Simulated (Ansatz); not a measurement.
A run of Ansatz (development build ahead of 0.2.0) on doublet AlO at this shape:

```yaml
atoms:
  - { symbol: Al, position_ang: [0.0000, 0.0000, 0.0000] }
  - { symbol: O, position_ang: [0.0000, 0.0000, 1.7798] }
```

Its results:

```yaml
Converged: yes
Reference_energy: -316.61311 hartree
Correlation_energy: -0.18193 hartree
Total_energy: -316.79504 hartree
Spin_squared_of_the_determinant: 0.763
Stability_test: minimum
```

Messages of the program:
```
mean field -8615.48163730 eV, -316.6131103875 hartree, gradient 1.9e-6 eV, S^2 0.763549; 21 other ends of a descent, 0 dependent functions left out
```

**Question.** Which input gives this output? Name the method, the orbitals and the basis set, and write the input.

**Answer.** UHF-MP2 in def2-SVP.

```yaml
crystal:
  periodic: [false, false, false]
  atoms:
    - { symbol: Al, position_ang: [0.0, 0.0, 0.0] }
    - { symbol: O, position_ang: [0.0, 0.0, 1.7798] }
basis:
  gaussian: { orbitals: def2-SVP }
magnetization:
  spin_polarized: true
  initial_magnetization: 1
hamiltonian:
  xc: hf
correlation:
  method: mp2
  frozen_orbitals: { Al: 5, O: 1 }
```

Caution: the determinant may break the point group.
